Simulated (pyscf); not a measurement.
`[CH3][Be][SH]` + `[CH4]` → `[CH3][Be][CH3]` + `[SH2]` (four-centre exchange; singlet surface; Be–S, C–H broken, Be–C, H–S formed). Single points on ωB97X-D3(BJ)/def2-SVP structures (PySCF, gas phase). Correlated levels are frozen-core, on RHF or UHF. ΔMP2 is the change of the MP2 total energy from the triple- to the quadruple-zeta basis. Energies in eV from the separated reactants.

| level | barrier | reaction energy |
|---|---|---|
| ωB97X-D3(BJ)/def2-TZVP | 1.71 | +1.27 |
| PBE/def2-TZVP | 1.45 | +1.22 |
| r²SCAN/def2-TZVP | 1.53 | +1.27 |
| B3LYP-D3(BJ)/def2-TZVP | 1.68 | +1.24 |
| MP2/def2-QZVPP | 1.70 | +1.27 |
| CCSD(T)/def2-TZVPP | 1.80 | +1.20 |
| CCSD(T)/def2-TZVPP + ΔMP2(QZVPP) | 1.77 | +1.22 |

Of the functionals in the table, ωB97X-D3(BJ) is closest to CCSD(T)/def2-TZVPP + ΔMP2(QZVPP) in the barrier (0.06 eV apart) and PBE least close (0.32 eV); that level has limits of its own. On the product side the descent ends in an adduct with a Be–S contact, 0.27 eV under the separated species and 0.72 eV under the saddle at ωB97X-D3(BJ)/def2-TZVP. What is counted as broken (Be–S) persists as a longer contact in the product adduct; parting that adduct is a step of its own. One saddle was located; it need not be the lowest between these sides. The CCSD(T) − MP2 part came from Ansatz, without density fitting, on the same reference.
